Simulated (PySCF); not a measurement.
Work out the structure from these simulated measurements.

Formula: C3H4F2S.

- Dipole: 0.56 D [CAM-B3LYP/def2-SVPD]
- Triplet: lowest triplet excitation (Tamm–Dancoff): 1.95 eV [TDA CAM-B3LYP/def2-SVPD]
- 1H NMR: chemical shifts (computed TMS as zero) by class: 5.42 (4 H) ppm [GIAO CAM-B3LYP/pcSseg-2]
- 13C NMR: chemical shifts (computed TMS as zero) by class: 288.8 (1 C), 97.5 (2 C) ppm [GIAO CAM-B3LYP/pcSseg-2]
- Rotational structure: rotational constants A, B, C: 3.891, 2.131, 1.496 GHz [PBE0-D3(BJ)/def2-SVP]
- Polarisability: 59.8 au [CAM-B3LYP/def2-SVPD]

Electronic properties: PySCF, gas phase, density fitting. Levels stand in brackets. The structure is a single PBE0-D3(BJ)/def2-SVP conformer in the gas phase; no vibrational or solvent corrections. NMR classes are plain means over equivalent atoms (diastereotopic ones count apart unless rotation or inversion swaps them), as if these changed places fast.

Question: Give a SMILES that accounts for the data.

Answer: Numbering: `[F:1][CH2:2][C:3](=[S:4])[CH2:5][F:6]`. Its formula, C3H4F2S, gives 1 degree of unsaturation: 0 rings and 1 π bond in the structure found. 3 carbons fall into 2 classes; from least to most shielded: thiocarbonyl carbon [C3] (288.8 ppm), sp3 C–F carbon [C2/C5] (97.5 ppm, 2 C). All hydrogens form one class (5.42 ppm): methylene hydrogen. The optimised geometry has point group C2 and is an asymmetric top. Structure: `FCC(CF)=S`. Computed isomers that give other values at the same levels: `FC1(F)CSC1` (rotational constant A: 5.435 GHz; this holds for the one conformer computed); `C=C(F)SCF` (13C chemical shifts (computed TMS as zero) by class: 186.9 (1 C), 99.0 (1 C), 94.2 (1 C) ppm); `CC(=S)C(F)F` (rotational constant A: 4.458 GHz; this holds for the one conformer computed). The assignments are read from this structure; whether some other isomer fits the data as well wasn't checked.

The values belong to the conformer `[F:1][CH2:2][C:3](=[S:4])[CH2:5][F:6]`: F1–C2–C3–S4 -140°, C2–C3–C5–F6 40°.
